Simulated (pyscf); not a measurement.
Optimised with ωB97X-D3(BJ)/def2-SVP in PySCF.

Question: For the elementary gas-phase step H₂As–AsH₂ + SiH₂ [singlet] -> H₃Si–AsH–AsH₂ (singlet surface; As–H broken, As–Si, H–Si formed), what barrier and reaction energy does ωB97X-D3(BJ)/def2-TZVP give, measured from the separated reactants?

Answer: ΔE‡ = -0.49 eV, ΔE = -3.13 eV. ωB97M-D3(BJ)/def2-TZVP gives -0.25 eV and -2.70 eV. Zero-point energy shifts the barrier by +0.08 eV. It is an insertion, with an imaginary mode of 350i cm⁻¹. On the reactant side the descent ends in an adduct with a As–Si contact, 0.60 eV under the separated species and 0.11 eV under the saddle at ωB97X-D3(BJ)/def2-TZVP. At ωB97X-D3(BJ) the saddle lies under the separated reactants, which points to a path from their complex (located at ωB97X-D3(BJ) alone). What is counted as formed (As–Si) is already present as a longer contact in the reactant adduct; forming that adduct is a step of its own. From the product side, H₃Si–AsH• + AsH₂• lies, by one bond made or cut, 0.28 eV under this saddle at ωB97M-D3(BJ)/def2-TZVP. One saddle was located; it need not be the lowest between these sides. Elements up to Kr have no core potential and no relativistic terms here.
